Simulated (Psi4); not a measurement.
**UM06-L/aug-cc-pVTZ run of OH (SMILES [OH])**

What is the vertical doublet–quartet gap of OH at UM06-L/aug-cc-pVTZ? 

The calculation is run with Psi4 1.11.

## Step 1: Starting point

The species is OH (2 atoms), meant as a doublet with charge 0. SMILES: `[OH]`. Geometry: relaxed at PBE0-D4/def2-TZVP.

Bond lengths: O1–H2 0.973 Å.

## Step 2: The energy at UM06-L/aug-cc-pVTZ

ho.xyz

```xyz
2
HO
O      0.415880    -0.133150     0.214550
H     -0.415880     0.133150    -0.214550
```

calc.py

```python
import psi4

psi4.set_memory(2200000000)
psi4.set_num_threads(1)
psi4.set_output_file('psi4.out', False)

with open('ho.xyz') as f:
    atoms = ''.join(f.readlines()[2:])
molecule = psi4.geometry('0 2\n' + atoms + 'symmetry c1')

psi4.set_options({
    'reference': 'uks',
    'puream': True,
    'e_convergence': 1e-09,
    'd_convergence': 1e-08,
    'scf_type': 'pk',
    'dft_radial_points': 99,
    'dft_spherical_points': 590,
    'maxiter': 100,
})

e, wfn = psi4.energy("m06-l/aug-cc-pVTZ", return_wfn=True)
psi4.oeprop(wfn, "DIPOLE", "LOWDIN_CHARGES", "MULLIKEN_CHARGES")
print('E =', round(e, 9))
```

Started as:

```
$ python calc.py
```

psi4.out, shortened:

```text
[...]
  Running in c1 symmetry.
[...]
  Nuclear repulsion =    4.350574239688279
[...]
  Multiplicity = 2
[...]
  Nalpha       = 5
  Nbeta        = 4
[...]
    Number of basis functions: 69
[...]
   @UKS iter   1:   -75.69205185973297   -3.40613e-01   5.77001e-03 DIIS/ADIIS
[...]
   @UKS iter  40:   -75.75015066285532   -1.66267e-12   2.67635e-09 DIIS
[...]
   @S^2 Observed:                7.548400084E-01
[...]
    Orbital Energies [Eh]
    ---------------------
    Alpha Occupied:
       1A    -19.045907     2A     -1.003188     3A     -0.449083
       4A     -0.378321     5A     -0.310774
    Alpha Virtual:
       6A     -0.016616     7A      0.076080     8A      0.086491
       9A      0.102633    10A      0.114359    11A      0.193439
      12A      0.199808    13A      0.207940    14A      0.300606
      15A      0.500610    16A      0.508513    17A      0.511441
      18A      0.585290    19A      0.590307    20A      0.670336
      21A      0.689157    22A      0.726264    23A      0.754159
      24A      0.826363    25A      0.827437    26A      0.845835
[...]
  @UKS Final Energy:   -75.75015066285532
   => Energetics <=
    Nuclear Repulsion Energy =              4.3505742396882789
    One-Electron Energy =                -112.6273629904870859
    Two-Electron Energy =                  41.4067320254078126
    DFT Exchange-Correlation Energy =      -8.8800939374643431
    Empirical Dispersion Energy =           0.0000000000000000
    VV10 Nonlocal Energy =                  0.0000000000000000
    Total Energy =                        -75.7501506628553187
[...]
 Multipole Moments:
 ------------------------------------------------------------------------------------
     Multipole            Electronic (a.u.)      Nuclear  (a.u.)        Total (a.u.)
 ------------------------------------------------------------------------------------
 L = 1.  Multiply by 2.5417464519 to convert [e a0] to [Debye]
 Dipole X            :         -0.0000000            0.0000000           -0.0000000
 Dipole Y            :         -0.0000000           -0.0000000           -0.0000000
 Dipole Z            :          0.2207920           -0.8578758           -0.6370838
 Magnitude           :                                                    0.6370838
[...]
  Mulliken Charges: (a.u.)
   Center  Symbol    Alpha    Beta     Spin     Total
       1     O     4.69425  3.65197  1.04229 -0.34622
       2     H     0.30575  0.34803 -0.04229  0.34622
   Total alpha =  5.00000, Total beta =  4.00000, Total charge =  0.00000
  Lowdin Charges: (a.u.)
   Center  Symbol    Alpha    Beta     Spin     Total
       1     O     4.10192  3.22935  0.87257  0.66872
       2     H     0.89808  0.77065  0.12743 -0.66872
  Total alpha =  5.00000, Total beta =  4.00000, Total charge = -0.00000
```

The script printed:

```text
E = -75.750150663
```

It took 21 s on 1 thread of Intel Xeon 6975P-C (Granite Rapids), shared host; peak memory 0.83 GiB.

## Step 3: The quartet, same level

calc.inp

```
memory 2200 MB

molecule {
  0 4
  O
  H 1 0.973071
  symmetry c1
  no_reorient
  no_com
}

set globals {
  basis                aug-cc-pVTZ
  reference            uks
  puream               true
  e_convergence        1e-09
  d_convergence        1e-08
  scf_type             pk
  dft_radial_points    99
  dft_spherical_points 590
  maxiter              100
}

energy_value, wavefunction = energy('m06-l', return_wfn=True)
oeprop(wavefunction, 'DIPOLE', 'MULLIKEN_CHARGES', 'MAYER_INDICES', title='M06-L')
```

Started as:

```
$ psi4 -i calc.inp -o calc.out -n 1
```

calc.out, shortened:

```text
[...]
  Running in c1 symmetry.
[...]
  Nuclear repulsion =    4.350574300703649
[...]
  Multiplicity = 4
[...]
  Nalpha       = 6
  Nbeta        = 3
[...]
    Number of basis functions: 69
[...]
   @UKS iter   1:   -75.44357912914114   -9.21407e-02   2.78309e-03 DIIS/ADIIS
[...]
   @UKS iter  14:   -75.46425476274030   -1.89004e-12   5.98089e-09 DIIS
[...]
   @S^2 Observed:                3.755429261E+00
[...]
  @UKS Final Energy:   -75.46425476274030
   => Energetics <=
    Nuclear Repulsion Energy =              4.3505743007036486
    One-Electron Energy =                -110.5598620857191747
    Two-Electron Energy =                  39.5040762689470810
    DFT Exchange-Correlation Energy =      -8.7590432466718386
    Empirical Dispersion Energy =           0.0000000000000000
    VV10 Nonlocal Energy =                  0.0000000000000000
    Total Energy =                        -75.4642547627402962
[...]
 Multipole Moments:
 ------------------------------------------------------------------------------------
     Multipole            Electronic (a.u.)      Nuclear  (a.u.)        Total (a.u.)
 ------------------------------------------------------------------------------------
 L = 1.  Multiply by 2.5417464519 to convert [e a0] to [Debye]
 Dipole X            :          0.0000000            0.0000000            0.0000000
 Dipole Y            :         -0.0000000            0.0000000           -0.0000000
 Dipole Z            :         -2.4385277            0.8578758           -1.5806519
 Magnitude           :                                                    1.5806519
[...]
  Mulliken Charges: (a.u.)
   Center  Symbol    Alpha    Beta     Spin     Total
       1     O     5.19777  2.77773  2.42004  0.02450
       2     H     0.80223  0.22227  0.57996 -0.02450
   Total alpha =  6.00000, Total beta =  3.00000, Total charge =  0.00000
  Mayer Bond Indices:
  Total Bond Index:
  Irrep: 1 Size: 2 x 2
                 1                   2
[...]
```

Wall time 8.7 s (1 thread of Intel Xeon 6975P-C (Granite Rapids), shared host); peak memory 0.84 GiB.

## Step 4: Summary of results

At UM06-L/aug-cc-pVTZ:

```
                                        quantity         value
                           doublet: total energy  -75.75015 Eh
                          doublet: dipole moment        1.62 D
     doublet: HOMO energy (highest over α and β)      -7.55 eV
      doublet: LUMO energy (lowest over α and β)      -5.27 eV
                                   doublet: ⟨S²⟩         0.755
                           quartet: total energy  -75.46425 Eh
                          quartet: dipole moment        4.02 D
     quartet: HOMO energy (highest over α and β)      -2.31 eV
                                   quartet: ⟨S²⟩         3.755
vertical energy of the quartet above the doublet      7.780 eV
```

At this shape the quartet lies 7.78 eV (751 kJ/mol) above the doublet.
